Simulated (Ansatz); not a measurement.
Antifluorite Mg2Si was calculated with G0W0@PBEsol (hard PAW, contour deformation; Ansatz, a program for electronic structure).

The cell has the measured lattice parameters. Conventional cell: a = 6.3500 Å, b = 6.3500 Å, c = 6.3500 Å, α = 90.00°, β = 90.00°, γ = 90.00°.

The quasiparticle gap at Γ at a fixed k mesh 4×4×4:

```
response cutoff           value (eV)
------------------------  ----------
150 eV, 491 empty bands        2.330
200 eV, 755 empty bands        2.336
250 eV, 1056 empty bands       2.339
300 eV, 1388 empty bands       2.342
```

Task: Taking the value to converge with the response cutoff E as E^(−3/2), extrapolate from the last two rows.

Result: With y = y∞ + c/w and weights w = 3953 and 5196 for the last two rows, y∞ = (w2 y2 − w1 y1)/(w2 − w1) = (5196 × 2.342 − 3953 × 2.339)/1243 = 2.352 eV, which lies 0.010 beyond the last row. Successive pairs of rows give 2.347, 2.347, 2.352. The limit also hangs on the law assumed, so its last digits aren't firm.

The other settings are not extrapolated, so this is the limit in one setting alone.

At the last cutoff the smallest gap on this mesh is 0.58 eV, with an edge away from Γ.
